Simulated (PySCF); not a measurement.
Two species compared at the same levels of theory.

First species: hydrogen chloride, HCl.
Hydrogens: H2 on Cl1.

Second species: C₄H₁₀OSSi.
SMILES: `C([Si@H](OCC)S)=C`

Levels: CAM-B3LYP/def2-SVPD for dipole moment, HOMO energy, LUMO energy, HOMO–LUMO gap, static isotropic polarisability and electronic spatial extent ⟨r²⟩ about the centre of nuclear charge; TDDFT CAM-B3LYP/def2-SVPD for lowest singlet excitation; TDA CAM-B3LYP/def2-SVPD for lowest triplet excitation (Tamm–Dancoff); GFN2-xTB for smallest rotational constant. Geometries: GFN2-xTB. Each structure is a single optimised conformer of the isolated species, non-relativistic unless stated; the electronic structure was computed with PySCF and density fitting.

Dipoles, sizes and rotational constants follow the conformer. The torsions of the flexible species, by atom-mapped SMILES:
- `[CH2:1]=[CH:2][Si@@H:3]([SH:4])[O:5][CH2:6][CH3:7]`: C1–C2–Si3–S4 61°, C2–Si3–O5–C6 -170°, Si3–O5–C6–C7 156°, H–S4–Si3–C2 55°

```tsv
property	column X	column Y
dipole moment	1.22 D	1.16 D
HOMO energy	-8.64 eV	-10.98 eV
LUMO energy	0.42 eV	0.75 eV
HOMO–LUMO gap	9.06 eV	11.73 eV
lowest singlet excitation	6.10 eV	7.71 eV
lowest triplet excitation (Tamm–Dancoff)	4.23 eV	7.13 eV
static isotropic polarisability	98.8 au	17.2 au
electronic spatial extent ⟨r²⟩ about the centre of nuclear charge	1478 bohr²	34 bohr²
smallest rotational constant	0.815 GHz	316.280 GHz
```

Task: Which column belongs to which species?

Result: Column X is the second species and column Y the first. The first has 2 atoms and 18 electrons, the second 17 and 72.

Task: How does each property change from the first species to the second?

Result: dipole moment +0.06 D; HOMO energy +2.34 eV; LUMO energy -0.33 eV; HOMO–LUMO gap -2.67 eV; lowest singlet excitation -1.61 eV; lowest triplet excitation (Tamm–Dancoff) -2.90 eV; static isotropic polarisability +81.6 au; electronic spatial extent ⟨r²⟩ about the centre of nuclear charge +1444 bohr²; smallest rotational constant -315.465 GHz.

On the first: The dipole equals about 3.9 × 10⁻³⁰ C·m (1 D = 3.33564 × 10⁻³⁰ C·m). The polarisability is 2.55 Å³ as a volume (1 au = 0.148185 Å³), or 0.96 au for each of the 18 electrons.

On the second: No computed singlet falls in the visible range (750 to 380 nm, 1.65 to 3.26 eV); S1 lies 2.84 eV above its blue end. The polarisability is 14.64 Å³ as a volume (1 au = 0.148185 Å³), or 1.37 au for each of the 72 electrons.
